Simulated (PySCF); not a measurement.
```xyz
3
charge 0 multiplicity 1, angstrom
S     0.0000    0.0000   -0.3640
O     1.2325    0.0000    0.3638
O    -1.2325    0.0000    0.3638
```

These are results of PySCF, PBE0, basis S def2-TZVP, O def2-TZVP (no relativity, density fitting), not measurements.

This geometry of SO₂ is a stationary point at this level.

(1) What is the point group?

(2) Is it a minimum?

(3) List the harmonic modes with their infrared intensities.

(4) Give the ideal-gas entropy at 298.15 K and 1 bar by parts.

(5) What is the atomisation energy, with and without zero-point energy?

Results:

(1) C2v.

(2) Yes: all harmonic wavenumbers are real.

(3) 
```
symmetry  ω (cm⁻¹)  IR (km/mol)     type
      a1       532         30.5     bend
      a1      1218         33.1  stretch
      b2      1421          221  stretch
```

(4) translation 160.7, rotation 84.6, vibration 2.7, spin 0.0; total 248.0 J/(mol K).

(5) 1050 kJ/mol without, 1031 kJ/mol with.
